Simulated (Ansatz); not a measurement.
A nudged elastic band was laid between two geometries of Al2ClH2 (5 atoms, charge 0, multiplicity 2).

The calculation used UKS PBE0/def2-SVP in Ansatz.

| Property | Result |
| --- | --- |
| movable images | 5 |
| climbing image | yes |
| spring | 5.0 eV/Å² |
| optimiser | quadratic models (default) |
| start path | through a guess of the saddle point |
| force threshold | 0.05 eV/Å |
| iteration limit | 60 |
| end points | relaxed |

Image 0:

```xyz
5
Properties=species:S:1:pos:R:3
Al -1.324 -0.360 -1.028
Al 0.784 -0.092 0.391
Cl 1.869 1.717 0.130
H -2.856 -0.022 -0.691
H 1.527 -1.243 1.199
```

Image 6:

```xyz
5
Properties=species:S:1:pos:R:3
Al -0.654 -0.808 -0.174
Al 0.765 1.172 0.644
Cl 2.276 2.386 -0.219
H -2.164 -0.490 -0.582
H -0.224 -2.259 0.332
```

**Question.** Which bonds break or form, and what moves?

**Answer.** Bonds broken: Al2–H5. Bonds formed: Al1–H5.

**Question.** Give the energies along the band, and the barrier.

**Answer.** The forces met the threshold. The highest image is number 3 of 0 to 6, 0.41 eV above the first end and 0.47 eV above the last; the last end lies 0.06 eV below the first. A vibrational analysis at the climbing image gives one clearly imaginary mode, 229i cm⁻¹: a first-order saddle point.

```json
{"image": "0", "path coordinate (Å)": "0.00", "energy (eV)": "0.00", "Al2–H5 (Å)": "1.59", "Al1–H5 (Å)": "3.72"}
{"image": "1", "path coordinate (Å)": "0.70", "energy (eV)": "0.06", "Al2–H5 (Å)": "1.59", "Al1–H5 (Å)": "3.52"}
{"image": "2", "path coordinate (Å)": "1.40", "energy (eV)": "0.26", "Al2–H5 (Å)": "1.60", "Al1–H5 (Å)": "3.05"}
{"image": "3", "path coordinate (Å)": "2.10", "energy (eV)": "0.41", "Al2–H5 (Å)": "1.67", "Al1–H5 (Å)": "2.35"}
{"image": "4", "path coordinate (Å)": "2.98", "energy (eV)": "0.23", "Al2–H5 (Å)": "2.46", "Al1–H5 (Å)": "1.65"}
{"image": "5", "path coordinate (Å)": "3.86", "energy (eV)": "0.03", "Al2–H5 (Å)": "3.21", "Al1–H5 (Å)": "1.60"}
{"image": "6", "path coordinate (Å)": "4.74", "energy (eV)": "-0.06", "Al2–H5 (Å)": "3.58", "Al1–H5 (Å)": "1.60"}
```

**Question.** What is the geometry of the highest image?

**Answer.** 
```xyz
5
Properties=species:S:1:pos:R:3
Al -1.223 -0.176 -0.957
Al 0.694 0.615 0.252
Cl 2.628 1.402 0.495
H -2.523 -0.830 -0.287
H 0.424 -1.011 0.497
```

**Question.** What are the harmonic wavenumbers there?

**Answer.** 229i, 95, 276, 346, 435, 499, 625, 1632, 1876 cm⁻¹.

Time of the run: 2.1 min on 1 thread of Intel(R) Xeon(R) 6975P-C (Granite Rapids), on a shared host, peak memory 0.19 GiB.
